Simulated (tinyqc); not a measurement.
Inside a calculation. Method: ROHF in the sto-3g basis, for OH+, spin multiplicity 3. This run ends on a higher stationary point, not on the lowest solution. One step of it, computed by the program tinyqc.

Question. Iteration 2: building the Fock matrix. J_ij = sum D_kl (ij|kl) with D = D(alpha) + D(beta), K_ij = sum D_kl (ik|jl) for each spin; F = H + J - K(s); E = tr D H + tr D J / 2 - 0.5 sum_s tr D(s) K(s) + E_nn.

D(alpha) after iteration 1, lower triangle:
```
            1O 1s      1O 2s    1O 2px    1O 2py     1O 2pz     2H 1s
1O 1s    1.060704
1O 2s   -0.258263   1.098133
1O 2px   0.000000   0.000000  1.000000
1O 2py   0.000000   0.000000  0.000000  1.000000
1O 2pz  -0.006235   0.031136  0.000000  0.000000   1.024594
2H 1s    0.015794  -0.064678  0.000000  0.000000  -0.045500  0.005672
```

D(beta) after iteration 1, lower triangle:
```
            1O 1s      1O 2s    1O 2px    1O 2py    1O 2pz     2H 1s
1O 1s    1.060444
1O 2s   -0.257048   1.092460
1O 2px   0.000000   0.000000  0.823787
1O 2py   0.000000   0.000000  0.381001  0.176213
1O 2pz   0.010080  -0.045031  0.000000  0.000000  0.001856
2H 1s    0.015028  -0.061102  0.000000  0.000000  0.002518  0.003418
```

core Hamiltonian H = T + V (hartree), lower triangle:
```
             1O 1s      1O 2s     1O 2px     1O 2py     1O 2pz      2H 1s
1O 1s   -32.047236
1O 2s    -7.453342  -8.674853
1O 2px    0.000000   0.000000  -6.858821
1O 2py    0.000000   0.000000   0.000000  -6.858821
1O 2pz   -0.009478  -0.117820   0.000000   0.000000  -6.926917
2H 1s    -0.908803  -2.191399   0.000000   0.000000  -1.689072  -3.878826
```

Two-electron integrals (ij|kl) in chemists' order, unique and non-zero (hartree):
```
(11|11) 4.785065   (21|11) 0.741380   (21|21) 0.136873   (22|11) 1.118947
(22|21) 0.256633   (22|22) 0.817206   (31|31) 0.024477   (32|31) 0.037809
(32|32) 0.180518   (33|11) 1.115814   (33|21) 0.256684   (33|22) 0.817023
(33|33) 0.880159   (41|41) 0.024477   (42|41) 0.037809   (42|42) 0.180518
(43|43) 0.047444   (44|11) 1.115814   (44|21) 0.256684   (44|22) 0.817023
(44|33) 0.785270   (44|44) 0.880159   (51|51) 0.024477   (52|51) 0.037809
(52|52) 0.180518   (53|53) 0.047444   (54|54) 0.047444   (55|11) 1.115814
(55|21) 0.256684   (55|22) 0.817023   (55|33) 0.785270   (55|44) 0.785270
(55|55) 0.880159   (61|11) 0.090537   (61|21) 0.016593   (61|22) 0.030980
(61|33) 0.030921   (61|44) 0.030921   (61|51) 0.000742   (61|52) 0.001406
(61|55) 0.031104   (61|61) 0.002036   (62|11) 0.248565   (62|21) 0.057849
(62|22) 0.207540   (62|33) 0.203830   (62|44) 0.203830   (62|51) 0.004325
(62|52) 0.034867   (62|55) 0.214753   (62|61) 0.007164   (62|62) 0.068614
(63|31) 0.005697   (63|32) 0.034439   (63|53) 0.006997   (63|63) 0.009164
(64|41) 0.005697   (64|42) 0.034439   (64|54) 0.006997   (64|64) 0.009164
(65|11) 0.191187   (65|21) 0.045028   (65|22) 0.172522   (65|33) 0.164950
(65|44) 0.164950   (65|51) 0.008612   (65|52) 0.061443   (65|55) 0.187466
(65|61) 0.005789   (65|62) 0.069402   (65|65) 0.078601   (66|11) 0.426325
(66|21) 0.100786   (66|22) 0.416814   (66|33) 0.401336   (66|44) 0.401336
(66|51) 0.008689   (66|52) 0.099256   (66|55) 0.447289   (66|61) 0.012548
(66|62) 0.183701   (66|65) 0.212275   (66|66) 0.774606
```

nuclear repulsion = 3.45585117 hartree

Give: Coulomb J; exchange K(alpha); exchange K(beta); F(alpha); F(beta); total energy of this density.

Answer.

Coulomb J (hartree), lower triangle:
```
          1O 1s    1O 2s  1O 2px  1O 2py  1O 2pz   2H 1s
1O 1s   16.2602
1O 2s    3.0107   7.1275
1O 2px   0.0000   0.0000  7.1670
1O 2py   0.0000   0.0000  0.0362  7.1056
1O 2pz  -0.0026  -0.0178  0.0000  0.0000  7.0871
2H 1s    0.3654   1.7321  0.0000  0.0000  1.4008  3.3173
```

exchange K(alpha) (hartree), lower triangle:
```
         1O 1s   1O 2s  1O 2px  1O 2py  1O 2pz   2H 1s
1O 1s   4.9176
1O 2s   0.8564  1.4282
1O 2px  0.0000  0.0000  1.1760
1O 2py  0.0000  0.0000  0.0000  1.1760
1O 2pz  0.0003  0.0044  0.0000  0.0000  1.1771
2H 1s   0.1108  0.3242  0.0000  0.0000  0.2186  0.1386
```

exchange K(beta) (hartree), lower triangle:
```
          1O 1s    1O 2s  1O 2px  1O 2py  1O 2pz   2H 1s
1O 1s    4.8679
1O 2s    0.7802   1.0636
1O 2px   0.0000   0.0000  0.9333
1O 2py   0.0000   0.0000  0.3173  0.3940
1O 2pz  -0.0016  -0.0529  0.0000  0.0000  0.2468
2H 1s    0.0964   0.2202  0.0000  0.0000  0.0247  0.0583
```

F(alpha) (hartree), lower triangle:
```
           1O 1s    1O 2s   1O 2px   1O 2py   1O 2pz    2H 1s
1O 1s   -20.7047
1O 2s    -5.2991  -2.9756
1O 2px    0.0000   0.0000  -0.8678
1O 2py    0.0000   0.0000   0.0362  -0.9293
1O 2pz   -0.0124  -0.1400   0.0000   0.0000  -1.0169
2H 1s    -0.6542  -0.7835   0.0000   0.0000  -0.5069  -0.7002
```

F(beta) (hartree), lower triangle:
```
           1O 1s    1O 2s   1O 2px   1O 2py   1O 2pz    2H 1s
1O 1s   -20.6550
1O 2s    -5.2228  -2.6110
1O 2px    0.0000   0.0000  -0.6251
1O 2py    0.0000   0.0000  -0.2811  -0.1473
1O 2pz   -0.0104  -0.0827   0.0000   0.0000  -0.0866
2H 1s    -0.6398  -0.6795   0.0000   0.0000  -0.3130  -0.6198
```

total energy of this density = -73.720148 hartree
